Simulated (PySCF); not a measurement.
# C3H3ClO2: magnetic properties

Aim: compute the magnetic properties of C3H3ClO2 (`O=C(O)/C=C\Cl`).

Programs: PySCF 2.14.0, with routines of our own; each step states its level. All values are computed. Atoms count from 0.

## (1) The system as given

9 atoms, charge 0, multiplicity 1; geometry from: GFN2-xTB.

## (2) Magnetic properties: GIAO BHandHLYP/aug-pcSseg-1

The job: settings as JSON, then the geometry in Å.

```
{"job": {"kind": "mag", "xc": "BHandHLYP", "basis": "aug-pcSseg-1", "isotopologues": 2}, "charge": 0, "multiplicity": 1}
O      1.655151     1.461464    -0.270288
C      0.934010     0.494873    -0.300145
O      1.407611    -0.751788    -0.185923
C     -0.526851     0.588820    -0.463859
C     -1.414639    -0.403878    -0.511488
Cl    -1.064394    -2.061053    -0.391845
H      2.371884    -0.729845    -0.081876
H     -0.880446     1.605676    -0.552572
H     -2.468763    -0.198275    -0.636053
```

Level: GIAO BHandHLYP/aug-pcSseg-1 magnetisability, rotational g tensor and spin-rotation constants, non-relativistic, gas phase.

Run with:

```sh
$ OMP_NUM_THREADS=1 python excited_run.py task.json out
```

The driver reads the jobs from task.json and runs them one after another.

Output:

```text
coarse grid: 8920 points
cycle   1  E = -726.3725583498  dE =  1.230e+00  |g| = 9.089e-01  |ddm| = 5.062e+00
cycle   2  E = -726.2436144495  dE =  1.289e-01  |g| = 1.266e+00  |ddm| = 3.464e+00
cycle   3  E = -726.5329078144  dE = -2.893e-01  |g| = 1.687e-01  |ddm| = 2.425e+00
cycle   4  E = -726.5375111217  dE = -4.603e-03  |g| = 6.964e-02  |ddm| = 2.400e-01
cycle   5  E = -726.5383777955  dE = -8.667e-04  |g| = 9.779e-03  |ddm| = 9.783e-02
cycle   6  E = -726.5384037635  dE = -2.597e-05  |g| = 3.260e-03  |ddm| = 3.064e-02
cycle   7  E = -726.5384070480  dE = -3.284e-06  |g| = 1.137e-03  |ddm| = 7.992e-03
final grid: 83904 points
cycle   8  E = -726.5783319724  dE = -1.202e-05  |g| = 3.105e-03  |ddm| = 7.790e-02
cycle   9  E = -726.5783313949  dE =  5.775e-07  |g| = 3.670e-03  |ddm| = 1.539e-02
cycle  10  E = -726.5783343026  dE = -2.908e-06  |g| = 5.162e-04  |ddm| = 7.804e-03
cycle  11  E = -726.5783343489  dE = -4.624e-08  |g| = 2.122e-04  |ddm| = 7.458e-04
cycle  12  E = -726.5783343584  dE = -9.572e-09  |g| = 4.543e-05  |ddm| = 4.007e-04
cycle  13  E = -726.5783343589  dE = -5.007e-10  |g| = 2.198e-05  |ddm| = 8.174e-05
converged SCF energy = -726.5783343589

Magnetisability tensor (1e-30 J/T^2)
     -753.96        0.87       28.84
        0.87     -849.41       -8.39
       28.84       -8.39    -1015.75
isotropic -873.04   principal values   -1019.31   -848.99   -750.82
isotropic susceptibility -52.576 1e-6 cm^3/mol

Inertial axes            a          b          c
rot. const./GHz      7.3373     1.8277     1.4632
chi total           -48.354    -47.989    -61.384
chi diamagnetic    -237.829   -671.453   -834.524
chi paramagnetic    189.475    623.464    773.140
quadrupole/D A      -11.676     12.709     -1.033
g nuclear            0.5900     0.5070     0.5235
g electronic        -0.6531    -0.5353    -0.5315
g total             -0.0631    -0.0284    -0.0079

Spin-rotation constants (kHz, H = +C I.J)
atom  isotope        aa         bb         cc
  5   35Cl        2.555      0.444      0.286
  6     1H       -0.187      0.012     -0.195
  7     1H       -0.580      0.138     -0.174
  8     1H       -0.353      0.076     -0.150
  0    17O*      -4.443     -0.963     -0.160
  1    13C*       2.450      1.000      0.366
  2    17O*      -2.219     -0.303     -0.268
  3    13C*       2.116      0.882      0.243
  4    13C*       2.533      0.966      0.245
* in the singly substituted isotopologue

Isotopologues: g along a, b, c
2H    at 6,7,8             -0.0546    -0.0276    -0.0076
18O   at 0                 -0.0630    -0.0270    -0.0076
```

Run time: 20 s. Hardware: 1 thread of Arm Neoverse V1, shared host; peak memory 0.82 GiB.

Key values:

| quantity | value |
| --- | --- |
| magnetisability | -873·10⁻³⁰ J/T² |
| molar susceptibility | -52.6·10⁻⁶ cm³/mol |
| rotational g (a, b, c) | -0.0631, -0.0284, -0.0079 |

## (3) Magnetic properties: GIAO revPBE/3-21G in acetone

Settings changed since step 2:

```diff
@@ -1,2 +1,2 @@
-{"job": {"kind": "mag", "xc": "BHandHLYP", "basis": "aug-pcSseg-1", "isotopologues": 2}, "charge": 0, "multiplicity": 1}
+{"job": {"kind": "mag", "xc": "revPBE", "basis": "3-21G", "solvent": "acetone"}, "charge": 0, "multiplicity": 1}
 O      1.655151     1.461464    -0.270288
```

Method: GIAO revPBE/3-21G magnetisability, non-relativistic, IEF-PCM acetone.

Output:

```text
coarse grid: 8920 points
cycle   1  E = -722.6533294492  dE =  6.634e-01  |g| = 9.432e-01  |ddm| = 3.449e+00
cycle   2  E = -721.9759204100  dE =  6.774e-01  |g| = 1.993e+00  |ddm| = 3.087e+00
cycle   3  E = -722.7550392267  dE = -7.791e-01  |g| = 5.779e-01  |ddm| = 2.581e+00
cycle   4  E = -722.8209537913  dE = -6.591e-02  |g| = 9.331e-02  |ddm| = 5.310e-01
cycle   5  E = -722.8223776021  dE = -1.424e-03  |g| = 3.735e-02  |ddm| = 1.212e-01
cycle   6  E = -722.8227113039  dE = -3.337e-04  |g| = 1.245e-02  |ddm| = 5.718e-02
cycle   7  E = -722.8227464314  dE = -3.513e-05  |g| = 4.196e-03  |ddm| = 1.639e-02
cycle   8  E = -722.8227502065  dE = -3.775e-06  |g| = 1.943e-03  |ddm| = 5.559e-03
final grid: 83904 points
cycle   9  E = -722.8912924713  dE = -9.377e-07  |g| = 1.531e-02  |ddm| = 2.484e-02
cycle  10  E = -722.8910876727  dE =  2.048e-04  |g| = 3.501e-02  |ddm| = 5.346e-02
cycle  11  E = -722.8913345802  dE = -2.469e-04  |g| = 6.384e-03  |ddm| = 3.858e-02
cycle  12  E = -722.8913428325  dE = -8.252e-06  |g| = 6.527e-04  |ddm| = 5.721e-03
cycle  13  E = -722.8913429075  dE = -7.503e-08  |g| = 2.414e-04  |ddm| = 6.787e-04
cycle  14  E = -722.8913429208  dE = -1.324e-08  |g| = 9.818e-05  |ddm| = 3.622e-04
cycle  15  E = -722.8913429231  dE = -2.388e-09  |g| = 2.639e-05  |ddm| = 1.180e-04
cycle  16  E = -722.8913429233  dE = -1.761e-10  |g| = 3.966e-06  |ddm| = 3.010e-05
converged SCF energy = -722.8913429233

Magnetisability tensor (1e-30 J/T^2)
     -783.73       15.03       26.25
       15.03     -832.57       -8.31
       26.25       -8.31    -1028.51
isotropic -881.61   principal values   -1031.78   -835.69   -777.34
isotropic susceptibility -53.092 1e-6 cm^3/mol

Inertial axes            a          b          c
rot. const./GHz      7.3373     1.8277     1.4632
chi total           -47.818    -49.321    -62.135
chi diamagnetic    -235.898   -668.977   -831.568
chi paramagnetic    188.080    619.656    769.432
quadrupole/D A      -10.787     12.673     -1.886
```

It took 4.2 s on 1 thread of Arm Neoverse V1, shared host; peak memory 0.4 GiB.

In short:

| quantity | value |
| --- | --- |
| magnetisability | -882·10⁻³⁰ J/T² |
| molar susceptibility | -53.1·10⁻⁶ cm³/mol |

## (4) Magnetic properties: GIAO OPBE/pcSseg-1 in water

Settings changed since step 3:

```diff
@@ -1,2 +1,2 @@
-{"job": {"kind": "mag", "xc": "revPBE", "basis": "3-21G", "solvent": "acetone"}, "charge": 0, "multiplicity": 1}
+{"job": {"kind": "mag", "xc": "OPBE", "basis": "pcSseg-1", "solvent": "water"}, "charge": 0, "multiplicity": 1}
 O      1.655151     1.461464    -0.270288
```

With the program's defaults for keys left out, this is: GIAO OPBE/pcSseg-1 magnetisability, non-relativistic, IEF-PCM water.

Output:

```text
coarse grid: 8920 points
cycle   1  E = -726.3681134269  dE =  9.663e-01  |g| = 9.317e-01  |ddm| = 2.935e+00
cycle   2  E = -725.7714765524  dE =  5.966e-01  |g| = 1.908e+00  |ddm| = 2.374e+00
cycle   3  E = -726.4830062640  dE = -7.115e-01  |g| = 4.724e-01  |ddm| = 1.993e+00
cycle   4  E = -726.5266057231  dE = -4.360e-02  |g| = 1.058e-01  |ddm| = 3.635e-01
cycle   5  E = -726.5283433877  dE = -1.738e-03  |g| = 3.990e-02  |ddm| = 9.148e-02
cycle   6  E = -726.5286872611  dE = -3.439e-04  |g| = 1.106e-02  |ddm| = 3.897e-02
cycle   7  E = -726.5287154421  dE = -2.818e-05  |g| = 3.642e-03  |ddm| = 1.397e-02
cycle   8  E = -726.5287185106  dE = -3.068e-06  |g| = 6.033e-04  |ddm| = 3.892e-03
final grid: 83904 points
cycle   9  E = -726.5817166615  dE = -6.144e-05  |g| = 3.103e-02  |ddm| = 5.646e-02
cycle  10  E = -726.5812104984  dE =  5.062e-04  |g| = 5.959e-02  |ddm| = 6.589e-02
cycle  11  E = -726.5818520144  dE = -6.415e-04  |g| = 1.198e-02  |ddm| = 4.834e-02
cycle  12  E = -726.5818771589  dE = -2.514e-05  |g| = 3.323e-03  |ddm| = 9.689e-03
cycle  13  E = -726.5818790324  dE = -1.873e-06  |g| = 5.399e-04  |ddm| = 2.070e-03
cycle  14  E = -726.5818791072  dE = -7.483e-08  |g| = 1.161e-04  |ddm| = 6.873e-04
cycle  15  E = -726.5818791105  dE = -3.333e-09  |g| = 3.575e-05  |ddm| = 1.484e-04
cycle  16  E = -726.5818791108  dE = -3.118e-10  |g| = 1.093e-05  |ddm| = 3.840e-05
converged SCF energy = -726.5818791108

Magnetisability tensor (1e-30 J/T^2)
     -741.82        5.60       29.15
        5.60     -802.33       -9.85
       29.15       -9.85    -1008.51
isotropic -850.89   principal values   -1012.17   -802.14   -738.35
isotropic susceptibility -51.242 1e-6 cm^3/mol

Inertial axes            a          b          c
rot. const./GHz      7.3373     1.8277     1.4632
chi total           -46.230    -46.540    -60.954
chi diamagnetic    -235.568   -669.940   -832.566
chi paramagnetic    189.338    623.400    771.612
quadrupole/D A      -12.271     13.385     -1.114
```

Wall time 9.1 s (1 thread of Arm Neoverse V1, shared host); peak memory 0.49 GiB.

In short:

| quantity | value |
| --- | --- |
| magnetisability | -851·10⁻³⁰ J/T² |
| molar susceptibility | -51.2·10⁻⁶ cm³/mol |

## (5) Outcome

```
                                                    quantity                      value
       magnetisability (step 2, GIAO BHandHLYP/aug-pcSseg-1)            -873·10⁻³⁰ J/T²
  molar susceptibility (step 2, GIAO BHandHLYP/aug-pcSseg-1)         -52.6·10⁻⁶ cm³/mol
rotational g (a, b, c) (step 2, GIAO BHandHLYP/aug-pcSseg-1)  -0.0631, -0.0284, -0.0079
```

In words: The values above hold for this geometry and these levels alone. Vibrational averaging and real surroundings are missing from these values.
